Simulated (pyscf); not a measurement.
Optimised with ωB97X-D3(BJ)/def2-SVP in PySCF.

Q: PBE/def2-TZVP puts the barrier of H₃C–CH₂–CH₃ (SMILES CCC) + H• (SMILES [H]) -> H₃C–CH•–CH₃ (SMILES C[CH]C) + H₂ (SMILES [H][H]) (hydrogen abstraction; doublet surface; C–H broken, H–H formed) at 3.3 kcal/mol and the reaction energy at -4.0 kcal/mol, from the separated reactants. What do r²SCAN/def2-TZVP, M06-2X/def2-TZVP, ωB97M-D3(BJ)/def2-TZVP give on the same structures?

A: r²SCAN: ΔE‡ = 1.9 kcal/mol, ΔE = -7.8 kcal/mol; M06-2X: ΔE‡ = 10.3 kcal/mol, ΔE = -3.2 kcal/mol; ωB97M-D3(BJ): ΔE‡ = 8.6 kcal/mol, ΔE = -2.9 kcal/mol. PBE's barrier lies among them. Its reaction energy lies among theirs. One saddle was located; it need not be the lowest between these sides. The angle at the transferred H is 176°.
